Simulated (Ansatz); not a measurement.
```yaml
crystal:
  periodic: [false, false, false]
  atoms:
    - {symbol: O, position_ang: [-2.239225, -0.209048, -0.002168]}
    - {symbol: Ga, position_ang: [-0.617780, -0.052976, -0.000579]}
    - {symbol: O, position_ang: [1.091199, -0.207132, -0.001128]}
    - {symbol: H, position_ang: [1.765806, 0.469156, 0.003874]}
basis:
  gaussian: {orbitals: def2-TZVP}
hamiltonian: {xc: pbe0}
relax: {f_tol: 0.004, max_steps: 80}
```

```sh
$ ansatz run in.yaml --threads 1 --pin off --events-out ev --progress --plain --max-ram 2176MiB
```

Steps of the relaxation (energy above the last step; positions in Å, forces in eV/Å):

```
4
step 1, 72.5 meV
O    -2.239   -0.209   -0.002   -0.684    0.065    0.000
Ga   -0.618   -0.053   -0.001    0.250    0.052    0.000
O     1.091   -0.207   -0.001    0.660   -0.403   -0.003
H     1.766    0.469    0.004   -0.226    0.286    0.002
```

```
4
step 2, 48.5 meV
O    -2.245   -0.195   -0.002   -0.274    0.082    0.000
Ga   -0.612   -0.069   -0.001    0.005    0.025    0.000
O     1.105   -0.220   -0.001    0.507   -0.331   -0.002
H     1.752    0.485    0.004   -0.237    0.224    0.002
```

```
4
step 3, 26.2 meV
O    -2.236   -0.111   -0.001    0.673   -0.030    0.000
Ga   -0.577   -0.159   -0.001   -0.602    0.035    0.000
O     1.169   -0.299   -0.002    0.583    1.183    0.009
H     1.644    0.569    0.005   -0.653   -1.189   -0.009
```

```
4
step 7, 0.0 meV
O    -2.222   -0.119   -0.002    0.001    0.000    0.000
Ga   -0.579   -0.148   -0.001   -0.002    0.001    0.000
O     1.162   -0.284   -0.002    0.001    0.000    0.000
H     1.638    0.551    0.004    0.000    0.000    0.000
```

Close pairs at the end: O3–H4 0.961 Å, O1–Ga2 1.644 Å, Ga2–O3 1.746 Å.

A stationary point of restricted PBE0 after 7 steps (its stability towards spin polarisation wasn't tested); no frequencies were run, so it isn't proven a minimum. 26 s on 1 thread of Intel Xeon Platinum 8259CL, shared host.
